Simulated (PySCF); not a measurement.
Level of theory and adiabatic energies of losing or gaining an electron: ketene

Structure: `C=C=O` (C2H2O).

All levels share the PBE0-D3(BJ)/ma-def2-SVP structures and the PBE0-D3(BJ)/ma-def2-SVP thermal terms; only the single-point energies (PySCF) change. Values are adiabatic energies of losing or gaining an electron (0 K, eV).

| level | ionisation energy to the radical cation | abs. error | time |
| --- | --- | --- | --- |
| HF/ma-def2-TZVP | 8.24 | 1.37 | 7.4 s |
| PBE0-D3(BJ)/6-31G* | 9.39 | 0.23 | 11 s |
| TPSS-D3(BJ)/ma-def2-TZVP (grid 3) | 9.46 | 0.16 | 100 s |
| BLYP-D3(BJ)/ma-def2-TZVP | 9.48 | 0.13 | 50 s |
| PBE0-D3(BJ)/ma-def2-TZVP | 9.54 | 0.08 | – |
| PBE0-D3(BJ)/def2-QZVP | 9.54 | 0.08 | 78 s |
| PBE0-D3(BJ)/6-31G | 9.54 | 0.07 | 8.6 s |
| B97-2/ma-def2-TZVP | 9.54 | 0.07 | 33 s |
| LC-ωPBE/ma-def2-TZVP | 9.57 | 0.04 | 49 s |
| PBE0-D3(BJ)/ma-def2-SVP | 9.61 | 0.00 | 15 s |
| CAM-B3LYP-D3(BJ)/ma-def2-TZVP | 9.62 | 0.01 | 38 s |
| LDA/ma-def2-TZVP | 9.91 | 0.30 | 40 s |
| ATcT 1.112 | 9.61 |  |  |

Times are wall times for all single points of a level on 1 thread of Arm Neoverse N1, a shared host; the dash marks the run that also made the structures. BLYP, LC-ωPBE, LDA, TPSS ran on a slower path of this set-up, which computes the density-fitting integrals anew in every SCF cycle while the other levels store them. So the times needn't show the usual order of cost, and those levels read slower than they are.

Hartree-Fock leaves out electron correlation, so its ionisation energies and electron affinities from energy differences come out too low, often by 1 eV or more.

The spread: 1.67 eV, from 8.24 to 9.91.

A small basis comes closest here by cancellation of errors.
